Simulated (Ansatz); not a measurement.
# CHOSi+ (SMILES O=C=[SiH+]): one structure at several levels

The task here is to estimate one member of a computed series from the others.

Method: single points in def2-TZVPP; program: Ansatz 0.2.0, Gaussian basis.

Cores are frozen in the correlated methods.

1 further run of the same task is left out (it didn't finish).

**The system as given**

SMILES `O=C=[SiH+]`, 4 atoms, charge 1, spin multiplicity 1.

Atoms are counted from 1 here; the program's logs count them from 0.

Bond lengths: O1–C2 1.104 Å, C2–Si3 2.027 Å, Si3–H4 1.470 Å. Angles: O1–C2–Si3 144.5°, C2–Si3–H4 89.1°.

Geometry (Å):

```
O    -0.6015    0.0345    1.8228
C    -0.3279   -0.1523    0.7699
Si    0.5985    0.6252   -0.8562
H     0.2326   -0.5812   -1.6118
```

The first run:

Input file run/in.yaml:

```yaml
crystal:
  periodic: [false, false, false]
  atoms:
    - {symbol: O, position_ang: [-0.601496, 0.034488, 1.822763]}
    - {symbol: C, position_ang: [-0.327854, -0.152271, 0.769895]}
    - {symbol: Si, position_ang: [0.598492, 0.625206, -0.856187]}
    - {symbol: H, position_ang: [0.232608, -0.581155, -1.611837]}
basis:
  gaussian: {orbitals: def2-TZVPP}
total_charge: 1
hamiltonian: {xc: pbe, dispersion: d4}
output: {forces: true}
```

Run with:

```console
> ansatz run in.yaml --threads 2 --pin off --events-out ev --progress --plain --max-ram 3481MiB
```

Among the steps run: PBE-D4/def2-TZVPP; r2SCAN-D4/def2-TZVPP; PBE0-D4/def2-TZVPP; wB97M-V/def2-TZVPP; CCSD(T)/def2-TZVPP.

One table of the session follows, with a row left open; its other results are not shown here.

```
   method  RMS force component (eV/Å)  angle to CCSD(T) forces (°)
   PBE-D4                       1.490                         11.6
r2SCAN-D4                       1.034                         12.4
  PBE0-D4                       0.724                         16.3
  wB97M-V                           ?                            ?
  CCSD(T)                       1.120                    reference
```

Q: Estimate the row for wB97M-V from the others.

**Answer.** RMS force component (eV/Å): 0.628; angle to CCSD(T) forces (°): 18.6. In the column «RMS force component (eV/Å)» it is the lowest.
